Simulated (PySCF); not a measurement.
# Ionisation energy of F by level of theory

F [He] 2s2 2p5 (2P) → F⁺ [He] 2s2 2p4 (3P), as a difference of total energies. All numbers are calculated (PySCF 2.14, scalar relativity by spin-free X2C-1e, in aug-cc-pCVQZ-DK). Correlated levels: valence: 1s2 frozen; valence and next inner shell: nothing frozen. The calculations carry no spin-orbit coupling.

```csv
method,ionisation energy (eV),error (eV)
UHF,15.638,-1.789
LDA,17.948,+0.521
PBE,17.646,+0.219
PBE0,17.434,+0.007
r2SCAN,17.527,+0.100
BLYP,17.697,+0.270
HSE06,17.449,+0.022
M06-2X,17.479,+0.052
MP2 (valence),17.388,-0.039
SCS-MP2 (valence),17.396,-0.031
MP2 (valence and next inner shell),17.405,-0.022
SCS-MP2 (valence and next inner shell),17.405,-0.022
```

Reference: 17.427 eV (measured; NIST levels, between the centres of gravity of the two terms).

Errors of the correlated levels include the incompleteness of this basis and the frozen core.
